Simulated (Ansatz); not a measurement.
A nudged elastic band was laid between two geometries of H3OSi2 (6 atoms, charge 0, multiplicity 2).

These are results of UKS PBE0/def2-mTZVP (Ansatz 0.2.0), not measurements.

```json
{
 "movable images": "8",
 "climbing image": "no",
 "spring": "5.0 eV/Å²",
 "optimiser": "quadratic models (default)",
 "start path": "through a guess of the saddle point",
 "force threshold": "0.05 eV/Å",
 "iteration limit": "60",
 "end points": "relaxed"
}
```

First end point:

```xyz
6
Properties=species:S:1:pos:R:3
O 0.819 -1.987 1.596
Si 0.844 -1.543 0.128
Si -0.263 0.582 -0.337
H -1.350 0.291 -1.310
H 0.750 1.462 -0.979
H -0.801 1.196 0.902
```

Last end point:

```xyz
6
Properties=species:S:1:pos:R:3
O 0.274 -2.104 1.073
Si 0.044 -1.144 -0.097
Si -0.266 1.111 0.154
H -0.105 -1.590 -1.515
H -0.086 1.976 -1.040
H 0.139 1.752 1.426
```

Which bonds break or form, and what moves?

Bonds broken: Si3–H4. Bonds formed: Si2–H4.

What energy profile does the band end with?

The forces met the threshold. The highest image is number 5 of 0 to 9, 138.8 kJ/mol above the first end and 107.1 kJ/mol above the last; the last end lies 31.6 kJ/mol above the first. No image climbed, so the highest image needn't sit at the top of the path.

```csv
image,path coordinate (Å),energy (kJ/mol),Si3–H4 (Å),Si2–H4 (Å)
0,0.00,0.0,1.49,3.20
1,0.55,-0.2,1.49,3.19
2,1.11,3.7,1.48,3.00
3,1.66,39.4,1.52,2.40
4,2.21,130.3,1.78,1.83
5,2.76,138.8,2.27,1.55
6,3.32,64.7,2.82,1.49
7,3.87,39.3,3.12,1.49
8,4.42,32.3,3.16,1.49
9,4.98,31.6,3.18,1.49
```

What is the geometry of the highest image?


```xyz
6
Properties=species:S:1:pos:R:3:forces:R:3
O 0.558 -2.407 1.004 0.16 0.03 -0.07
Si 0.457 -1.175 0.098 -0.66 0.16 -0.02
Si -0.101 0.978 0.125 0.07 0.34 0.28
H -0.481 -0.892 -1.100 0.39 -0.84 -0.43
H 0.340 1.569 -1.165 -0.12 0.01 0.02
H -0.773 1.926 1.038 0.15 0.31 0.22
```

Run time: 3.8 min on 2 threads of Intel(R) Xeon(R) 6975P-C (Granite Rapids), with other jobs on the host, peak memory 0.21 GiB.
